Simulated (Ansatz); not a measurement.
Geometry optimisation, UKS PBE/def2-SVP in Ansatz 0.2.0.

Input file:

```yaml
crystal:
  periodic: [false, false, false]
  atoms:
    - { symbol: C, position_ang: [-0.8326, 0.4909, -0.7444] }
    - { symbol: Si, position_ang: [0.6084, 0.0305, 0.1153] }
    - { symbol: O, position_ang: [0.2048, -0.7388, 1.5168] }
    - { symbol: H, position_ang: [-0.9309, 0.2859, -1.801] }
    - { symbol: H, position_ang: [-1.6173, 1.1259, -0.2583] }
    - { symbol: H, position_ang: [1.4501, 1.2293, 0.4125] }
    - { symbol: H, position_ang: [1.3966, -0.9118, -0.7241] }
    - { symbol: H, position_ang: [-0.187, -1.5689, 1.4273] }
magnetization:
  spin_polarized: true
  initial_magnetization: 1
basis:
  gaussian: { orbitals: def2-SVP }
hamiltonian:
  xc: pbe
relax:
  f_tol: 0.015
  max_steps: 40
```

Run as:

```bash
$ ansatz run input.yaml --threads 1 --pin off --max-ram 2048MiB --backend cpu --events-out ev --progress --plain --runs-dir out
```

**Question.** Where does it end, and by what steps?

**Answer.** The run converged. After 6 steps the energy has fallen by 0.339 eV; H4 moved furthest, 0.16 Å.

```tsv
step	energy less start (eV)	largest force component (eV/Å)	accepted
0	0.0000	2.587	yes
1	-0.2795	1.115	yes
2	-0.3300	0.293	yes
3	-0.3320	0.311	yes
4	-0.3379	0.140	yes
5	-0.3389	0.023	yes
6	-0.3389	0.009	yes
```

```xyz
8
Properties=species:S:1:pos:R:3
C -0.868 0.523 -0.800
Si 0.661 -0.008 0.112
O 0.307 -0.735 1.594
H -0.996 0.398 -1.890
H -1.713 1.022 -0.293
H 1.509 1.175 0.491
H 1.457 -0.914 -0.797
H -0.265 -1.519 1.527
```

The run took 34 s on 1 thread of Arm Neoverse N1, on a shared host, peak memory 0.14 GiB.
